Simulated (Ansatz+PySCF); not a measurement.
The numbers below are computed, except where a source is named.
Input for PySCF 2.14.0:

```python
from pyscf import gto, scf, cc

mol = gto.M(atom="""
C 0.000000 0.000000 -0.177610
H 0.000000 0.000000 1.065660
""", basis='6-31g', charge=0, spin=1)
mf = scf.UHF(mol)
mf.kernel()
mycc = cc.CCSD(mf, frozen=1).run()
et = mycc.ccsd_t()
print(mf.e_tot, mycc.e_corr, et, mycc.e_tot + et)
```

The script is written out from the run's settings.

Results

```json
{"Converged": "yes", "Reference energy": "-38.24451 hartree", "CCSD correlation energy": "-0.06825 hartree", "Triples correction": "-0.00081 hartree", "Total energy": "-38.31357 hartree"}
```

This is not the lowest solution: another run reaches a determinant 0.05 eV lower.
